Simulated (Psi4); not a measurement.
**One shape, several levels: triplet NO+**

We compute a comparison of 6 runs (U-r2SCAN/aug-cc-pVTZ, U-revPBE/aug-cc-pVTZ, U-wB97X/aug-cc-pVTZ, UM06-2X/aug-cc-pVTZ, UM06-L/aug-cc-pVTZ, UTPSS/aug-cc-pVTZ) of triplet NO+. 

The calculation is run with Psi4 1.11.

### Step 1. Starting point

The species is NO+ (2 atoms), meant as a triplet with charge +1. As SMILES of the parent species, `N#[O+]`. The bond length is the one measured for the parent species. That shape belongs to the parent species and isn't relaxed for this state.

Bond lengths: N1–O2 1.063 Å.

### Step 2. Energy and forces at U-r2SCAN/aug-cc-pVTZ (run 1)

The input, calc.in:

```
memory 1600 MB

molecule m {
  1 3
  N
  O 1 R2

  R2 = 1.06322
  symmetry c1
}

set basis aug-cc-pVTZ
set reference uks
set puream true
set e_convergence 1e-09
set d_convergence 1e-08
set scf_type pk
set dft_radial_points 99
set dft_spherical_points 590
set maxiter 100

energy_value, wavefunction = gradient('r2scan', return_wfn=True)
oeprop(wavefunction, 'LOWDIN_CHARGES', 'MULLIKEN_CHARGES', 'MAYER_INDICES')
print_variables()
```

Started as:

```console
psi4 -i calc.in -o calc.out -n 1
```

calc.out:

```text
[...]
  Running in c1 symmetry.
[...]
  Nuclear repulsion =   27.871864522413055
[...]
  Multiplicity = 3
[...]
  Nalpha       = 8
  Nbeta        = 6
[...]
    Number of basis functions: 92
[...]
   @UKS iter   1:  -129.23024242681731    4.71461e-01   2.57054e-03 DIIS/ADIIS
[...]
   @UKS iter  12:  -129.25403214962020   -2.89901e-12   2.57481e-09 DIIS
[...]
   @S^2 Observed:                2.016218436E+00
[...]
  @UKS Final Energy:  -129.25403214962020
   => Energetics <=
    Nuclear Repulsion Energy =             27.8718645224130555
    One-Electron Energy =                -225.1545028498861143
    Two-Electron Energy =                  83.0495681357820246
    DFT Exchange-Correlation Energy =     -15.0209619579291758
    Empirical Dispersion Energy =           0.0000000000000000
    VV10 Nonlocal Energy =                  0.0000000000000000
    Total Energy =                       -129.2540321496202012
[...]
  -Total Gradient:
     Atom            X                  Y                   Z
    ------   -----------------  -----------------  -----------------
       1       -0.000000000000    -0.000000000000     0.252974362141
       2        0.000000000000    -0.000000000000    -0.252570525451
[...]
  Mulliken Charges: (a.u.)
   Center  Symbol    Alpha    Beta     Spin     Total
       1     N     3.86715  2.32183  1.54532  0.81101
       2     O     4.13285  3.67817  0.45468  0.18899
   Total alpha =  8.00000, Total beta =  6.00000, Total charge =  1.00000
  Lowdin Charges: (a.u.)
   Center  Symbol    Alpha    Beta     Spin     Total
       1     N     3.94130  2.57182  1.36948  0.48688
       2     O     4.05870  3.42818  0.63052  0.51312
  Total alpha =  8.00000, Total beta =  6.00000, Total charge =  1.00000
[...]
```

It took 17 s on 1 thread of Intel Xeon 6975P-C (Granite Rapids), shared host; peak memory 0.73 GiB.

### Step 3. Energy and forces at U-revPBE/aug-cc-pVTZ (run 2)

The input, input.inp:

```
memory 1.6 GB

molecule system {
  1 3
  N
  O 1 1.06322
  symmetry c1
}

set globals {
  basis aug-cc-pVTZ
  reference uks
  puream true
  e_convergence 1e-09
  d_convergence 1e-08
  scf_type pk
  dft_radial_points 99
  dft_spherical_points 590
  maxiter 100
}

e_tot, wfn = gradient("revpbe", return_wfn=True)
oeprop(wfn, "DIPOLE", "MAYER_INDICES", "MULLIKEN_CHARGES", title="REVPBE")
```

Started as:

```console
psi4 -n 1 input.inp input.out
```

input.out:

```text
[...]
  Running in c1 symmetry.
[...]
  Nuclear repulsion =   27.871864522413055
[...]
  Multiplicity = 3
[...]
  Nalpha       = 8
  Nbeta        = 6
[...]
    Number of basis functions: 92
[...]
   @UKS iter   1:  -129.27154745903127    4.98012e-01   2.46603e-03 DIIS/ADIIS
[...]
   @UKS iter  11:  -129.28905624363759   -3.44471e-11   4.11601e-09 DIIS
[...]
   @S^2 Observed:                2.007523098E+00
[...]
  @UKS Final Energy:  -129.28905624363759
   => Energetics <=
    Nuclear Repulsion Energy =             27.8718645224130555
    One-Electron Energy =                -225.1314731459154928
    Two-Electron Energy =                  83.0127646221587270
    DFT Exchange-Correlation Energy =     -15.0422122422938749
    Empirical Dispersion Energy =           0.0000000000000000
    VV10 Nonlocal Energy =                  0.0000000000000000
    Total Energy =                       -129.2890562436375888
[...]
  -Total Gradient:
     Atom            X                  Y                   Z
    ------   -----------------  -----------------  -----------------
       1       -0.000000000000    -0.000000000000     0.284504922800
       2       -0.000000000000     0.000000000000    -0.284506396382
[...]
  Mulliken Charges: (a.u.)
   Center  Symbol    Alpha    Beta     Spin     Total
       1     N     3.84616  2.40498  1.44118  0.74886
       2     O     4.15384  3.59502  0.55882  0.25114
   Total alpha =  8.00000, Total beta =  6.00000, Total charge =  1.00000
  Mayer Bond Indices:
  Total Bond Index:
  Irrep: 1 Size: 2 x 2
                 1                   2
[...]
```

Wall time 9.9 s (1 thread of Intel Xeon 6975P-C (Granite Rapids), shared host); peak memory 0.66 GiB.

Runs 3 to 5 aren't shown in full; the table further down has their settings and results.

### Step 4. A single-point energy at UTPSS/aug-cc-pVTZ (run 6)

The input, calc.in:

```
memory 1.6 GB

molecule system {
  1 3
  N      0.000000     0.000000     0.000000
  O      0.000000     0.000000     1.063220
  symmetry c1
  no_reorient
  no_com
}

set basis aug-cc-pVTZ
set reference uks
set puream true
set e_convergence 1e-09
set d_convergence 1e-08
set scf_type pk
set dft_radial_points 99
set dft_spherical_points 590
set maxiter 100

energy('tpss')
print_variables()
```

Started as:

```console
psi4 -i calc.in -o calc.out -n 1
```

calc.out:

```text
[...]
  Running in c1 symmetry.
[...]
  Nuclear repulsion =   27.871864522413048
[...]
  Multiplicity = 3
[...]
  Nalpha       = 8
  Nbeta        = 6
[...]
    Number of basis functions: 92
[...]
   @UKS iter   1:  -129.31771447316297    4.83378e-01   2.52013e-03 ADIIS/DIIS
[...]
   @UKS iter  11:  -129.33673199182635   -7.98366e-11   6.43727e-09 DIIS
[...]
   @S^2 Observed:                2.009902619E+00
[...]
  @UKS Final Energy:  -129.33673199182635
   => Energetics <=
    Nuclear Repulsion Energy =             27.8718645224130483
    One-Electron Energy =                -225.1708376605369608
    Two-Electron Energy =                  83.0642907139029205
    DFT Exchange-Correlation Energy =     -15.1020495676053610
    Empirical Dispersion Energy =           0.0000000000000000
    VV10 Nonlocal Energy =                  0.0000000000000000
    Total Energy =                       -129.3367319918263547
[...]
 Multipole Moments:
 ------------------------------------------------------------------------------------
     Multipole            Electronic (a.u.)      Nuclear  (a.u.)        Total (a.u.)
 ------------------------------------------------------------------------------------
 L = 1.  Multiply by 2.5417464519 to convert [e a0] to [Debye]
 Dipole X            :          0.0000000            0.0000000            0.0000000
 Dipole Y            :         -0.0000000            0.0000000           -0.0000000
 Dipole Z            :        -15.5350703           16.0735569            0.5384866
 Magnitude           :                                                    0.5384866
[...]
```

Wall time 13 s (1 thread of Intel Xeon 6975P-C (Granite Rapids), shared host); peak memory 0.73 GiB.

### Step 5. Overview of the runs

```
run                 level      task  energy (Eh)  HOMO energy (eV)   ⟨S²⟩  largest force (eV/Å)  wall time
  1  U-r2SCAN/aug-cc-pVTZ  gradient  -129.254032            -15.91  2.016                13.008       17 s
  2  U-revPBE/aug-cc-pVTZ  gradient  -129.289056            -15.30  2.008                14.630      9.9 s
  3   U-wB97X/aug-cc-pVTZ    energy  -129.277955            -19.89  2.014                     –      9.3 s
  4   UM06-2X/aug-cc-pVTZ  gradient  -129.259093            -19.28  2.015                11.496       26 s
  5    UM06-L/aug-cc-pVTZ  gradient  -129.304747            -15.41  2.014                12.584       18 s
  6     UTPSS/aug-cc-pVTZ    energy  -129.336732            -15.61  2.010                     –       13 s
```

### Step 6. Summary of results

| quantity | value |
| --- | --- |
| run 6: total energy | -129.33673 Eh |
| run 6: HOMO energy (highest over α and β) | -15.61 eV |
| run 6: ⟨S²⟩ | 2.010 |

Totals of different functionals can't be ranked against each other. All runs together took 93 s, the longest 26 s.
